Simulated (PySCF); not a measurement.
Argon: a sound run and one with changed settings

Sound run: Ar [Ar], Ar⁺ [Ne] 3s2 3p5. Calculation: PySCF 2.14, in x2c-TZVPall (5s5p2d1f, 37 functions); the spin-free X2C one-electron Hamiltonian (Gaussian nucleus). The sound run starts from symmetry-adapted Hartree-Fock orbitals and uses a fine grid where one is needed.

Changed run: 26 angular points. This setting is unsound on purpose.

```
species  method  sound run (hartree)  changed run (hartree)  converged
     Ar     UHF           -528.61400             -528.61400        yes
     Ar     PBE           -529.15410             -529.15410        yes
     Ar   B3LYP           -529.37327             -529.37327        yes
    Ar⁺     UHF           -528.07903             -528.07903        yes
    Ar⁺     PBE           -528.57831             -528.57822        yes
    Ar⁺   B3LYP           -528.79414             -528.79395        yes
```

Ionisation energy of Ar:

```json
{"method": "UHF", "sound run (eV)": "14.557", "changed run (eV)": "14.557"}
{"method": "PBE", "sound run (eV)": "15.668", "changed run (eV)": "15.671"}
{"method": "B3LYP", "sound run (eV)": "15.759", "changed run (eV)": "15.764"}
```

A coarse angular grid integrates products of high-l functions wrongly, so density functionals can shift, and the SCF can exploit the error; Hartree-Fock and MP2 need no grid.

For comparison, NIST gives 15.760 eV between the lowest levels.
